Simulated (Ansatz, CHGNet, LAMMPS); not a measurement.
# fcc Ni, cohesive energy

Reference value: 4.48 eV/atom (measured, static lattice: zero-point vibration energy added; as tabulated in Mejia-Rodriguez and Trickey (2018), arXiv:1807.09216).

```json
[
 {"level (code)": "Lennard-Jones uff-vdw (LAMMPS)", "value (eV/atom)": "0.01", "cell (Å³/atom)": "14.76", "error (eV/atom)": "-4.47"},
 {"level (code)": "CHGNet 0.3.0", "value (eV/atom)": "4.43", "cell (Å³/atom)": "10.75", "error (eV/atom)": "-0.05"},
 {"level (code)": "LDA (Ansatz)", "value (eV/atom)": "6.09", "cell (Å³/atom)": "10.03", "error (eV/atom)": "+1.61"},
 {"level (code)": "PBE (Ansatz)", "value (eV/atom)": "4.76", "cell (Å³/atom)": "10.89", "error (eV/atom)": "+0.28"},
 {"level (code)": "revPBE (Ansatz)", "value (eV/atom)": "4.27", "cell (Å³/atom)": "11.12", "error (eV/atom)": "-0.21"},
 {"level (code)": "PBEsol-D3(BJ) (Ansatz)", "value (eV/atom)": "5.92", "cell (Å³/atom)": "10.08", "error (eV/atom)": "+1.44"},
 {"level (code)": "r²SCAN+rVV10 (Ansatz)", "value (eV/atom)": "4.91", "cell (Å³/atom)": "10.40", "error (eV/atom)": "+0.43"},
 {"level (code)": "B3LYP (VWN-RPA form) (Ansatz)", "value (eV/atom)": "2.82", "cell (Å³/atom)": "11.18", "error (eV/atom)": "-1.66"},
 {"level (code)": "PBE0 (Ansatz)", "value (eV/atom)": "3.22", "cell (Å³/atom)": "10.82", "error (eV/atom)": "-1.26"}
]
```

Leaving aside Lennard-Jones uff-vdw (doubt noted below), CHGNet 0.3.0 (doubt noted below), B3LYP (VWN-RPA form) (doubt noted below), PBE0 (doubt noted below): Once the reference is moved by up to 0.03 eV/atom (a margin picked here for doubts on the reference and the settings) and values within 0.03 eV/atom count as equal, the nearest can be revPBE (-0.21 eV/atom) or PBE (+0.28 eV/atom). Among them LDA (+1.61 eV/atom) misses by most. Within 0.5 eV/atom: PBE, revPBE, r²SCAN+rVV10.

Free atoms are spin-polarised, in the lowest state found; at levels without +SOC their spin–orbit coupling is left out. Spin-polarised runs: LDA (parallel moments), PBE (parallel moments), revPBE (parallel moments), PBEsol-D3(BJ) (parallel moments), r²SCAN+rVV10 (parallel moments), B3LYP (VWN-RPA form) (parallel moments), PBE0 (parallel moments). Lennard-Jones uff-vdw: this is a force field's van der Waals term alone, without bonds or charges. CHGNet 0.3.0: free atoms can lie outside what these potentials were trained on. B3LYP (VWN-RPA form), PBE0: the free atom's electronic state is in doubt. Each level is taken at its own relaxed cell. Cutoffs and k meshes differ between the levels. Ansatz's density-functional and Hartree–Fock values are scalar-relativistic unless marked +SOC, with PAW data made under PBE.

Machine-learned potentials (CHGNet 0.3.0) are trained on DFT data: a solid inside that data is no test of them.

Differences are worked out from the printed values.

Ansatz is a quantum-chemistry and plane-wave program.
